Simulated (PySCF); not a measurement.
Species: coumarin, C9H6O2.
SMILES with atom numbers: `[O:1]=[c:2]1[cH:3][cH:4][c:5]2[cH:6][cH:7][cH:8][cH:9][c:10]2[o:11]1` (hydrogens: H12 on C3; H13 on C4; H14 on C6; H15 on C7; H16 on C8; H17 on C9)

The same species was optimised twice, with GFN2-xTB and with PBE0-D3(BJ)/def2-SVP (PySCF), and the same property calculations (PySCF, gas phase) were run on both structures.

```json
{"coordinate": "C2–O11 (Å)", "GFN2-xTB": "1.369", "PBE0-D3(BJ)/def2-SVP": "1.381", "change": "+0.012"}
{"coordinate": "C8–C9 (Å)", "GFN2-xTB": "1.378", "PBE0-D3(BJ)/def2-SVP": "1.389", "change": "+0.011"}
{"coordinate": "C6–C7 (Å)", "GFN2-xTB": "1.376", "PBE0-D3(BJ)/def2-SVP": "1.386", "change": "+0.010"}
{"coordinate": "C7–C8 (Å)", "GFN2-xTB": "1.393", "PBE0-D3(BJ)/def2-SVP": "1.401", "change": "+0.008"}
{"coordinate": "O1=C2 (Å)", "GFN2-xTB": "1.204", "PBE0-D3(BJ)/def2-SVP": "1.198", "change": "-0.006"}
{"coordinate": "C5–C6 (Å)", "GFN2-xTB": "1.399", "PBE0-D3(BJ)/def2-SVP": "1.405", "change": "+0.006"}
{"coordinate": "C4–C5 (Å)", "GFN2-xTB": "1.434", "PBE0-D3(BJ)/def2-SVP": "1.440", "change": "+0.006"}
{"coordinate": "C3–C4 (Å)", "GFN2-xTB": "1.345", "PBE0-D3(BJ)/def2-SVP": "1.351", "change": "+0.006"}
{"coordinate": "C2–C3 (Å)", "GFN2-xTB": "1.457", "PBE0-D3(BJ)/def2-SVP": "1.460", "change": "+0.003"}
{"coordinate": "C5–C10 (Å)", "GFN2-xTB": "1.404", "PBE0-D3(BJ)/def2-SVP": "1.407", "change": "+0.003"}
{"coordinate": "C10–O11 (Å)", "GFN2-xTB": "1.351", "PBE0-D3(BJ)/def2-SVP": "1.349", "change": "-0.002"}
{"coordinate": "C9–C10 (Å)", "GFN2-xTB": "1.394", "PBE0-D3(BJ)/def2-SVP": "1.396", "change": "+0.002"}
{"coordinate": "C2–O11–C10 (°)", "GFN2-xTB": "122.4", "PBE0-D3(BJ)/def2-SVP": "123.7", "change": "+1.3"}
{"coordinate": "C3–C2–O11 (°)", "GFN2-xTB": "116.7", "PBE0-D3(BJ)/def2-SVP": "115.6", "change": "-1.1"}
{"coordinate": "O1–C2–C3 (°)", "GFN2-xTB": "125.1", "PBE0-D3(BJ)/def2-SVP": "126.1", "change": "+1.0"}
{"coordinate": "C5–C10–C9 (°)", "GFN2-xTB": "120.3", "PBE0-D3(BJ)/def2-SVP": "120.9", "change": "+0.6"}
{"coordinate": "C5–C10–O11 (°)", "GFN2-xTB": "121.9", "PBE0-D3(BJ)/def2-SVP": "121.3", "change": "-0.6"}
{"coordinate": "C4–C5–C6 (°)", "GFN2-xTB": "123.6", "PBE0-D3(BJ)/def2-SVP": "124.1", "change": "+0.5"}
{"coordinate": "C3–C4–C5 (°)", "GFN2-xTB": "120.0", "PBE0-D3(BJ)/def2-SVP": "120.5", "change": "+0.5"}
{"coordinate": "C8–C9–C10 (°)", "GFN2-xTB": "119.6", "PBE0-D3(BJ)/def2-SVP": "119.2", "change": "-0.4"}
```

Rotational constants: A = 2862, B = 894.1, C = 681.3 MHz (GFN2-xTB) against A = 2844, B = 886.6, C = 675.9 MHz (PBE0-D3(BJ)/def2-SVP). Point groups within 0.08 Å: Cs and Cs.

On the GFN2-xTB structure: HOMO (eV) -7.09 [PBE0/pcSseg-1]; LUMO (eV) -2.07 [PBE0/pcSseg-1]; dipole (D) 5.01 [PBE0/pcSseg-1]; GIAO shielding of O1 (ppm) -109.1 [PBE0/pcSseg-1]; GIAO shielding of C2 (ppm) 23.7 [PBE0/pcSseg-1]; GIAO shielding of C3 (ppm) 62.1 [PBE0/pcSseg-1]; GIAO shielding of C4 (ppm) 37.3 [PBE0/pcSseg-1]; GIAO shielding of C5 (ppm) 63.1 [PBE0/pcSseg-1]; GIAO shielding of C6 (ppm) 53.6 [PBE0/pcSseg-1]; GIAO shielding of C7 (ppm) 58.3 [PBE0/pcSseg-1]; GIAO shielding of C8 (ppm) 49.4 [PBE0/pcSseg-1].

Q: What do these properties become on the PBE0-D3(BJ)/def2-SVP structure?

A: 
```csv
property,level,on GFN2-xTB,on PBE0-D3(BJ)/def2-SVP,change
HOMO (eV),PBE0/pcSseg-1,-7.09,-7.09,0.00
LUMO (eV),PBE0/pcSseg-1,-2.07,-2.09,-0.02
dipole (D),PBE0/pcSseg-1,5.01,4.90,-0.11
"energy, GFN2-xTB geometry as zero (kcal/mol)",PBE0/pcSseg-1,0.0,-0.2,-0.2
GIAO shielding of O1 (ppm),PBE0/pcSseg-1,-109.1,-100.6,+8.5
GIAO shielding of C2 (ppm),PBE0/pcSseg-1,23.7,25.4,+1.7
GIAO shielding of C3 (ppm),PBE0/pcSseg-1,62.1,61.3,-0.8
GIAO shielding of C4 (ppm),PBE0/pcSseg-1,37.3,35.5,-1.8
GIAO shielding of C5 (ppm),PBE0/pcSseg-1,63.1,62.3,-0.8
GIAO shielding of C6 (ppm),PBE0/pcSseg-1,53.6,51.3,-2.3
GIAO shielding of C7 (ppm),PBE0/pcSseg-1,58.3,56.2,-2.1
GIAO shielding of C8 (ppm),PBE0/pcSseg-1,49.4,46.7,-2.7
```

The heavy atoms differ by 0.013 Å rms after alignment. Among bonds between heavy atoms C2–O11 and C8–C9 change most and about equally (+0.011 to +0.012 Å). Changes are differences of the printed values. Neither structure is proved a minimum here.
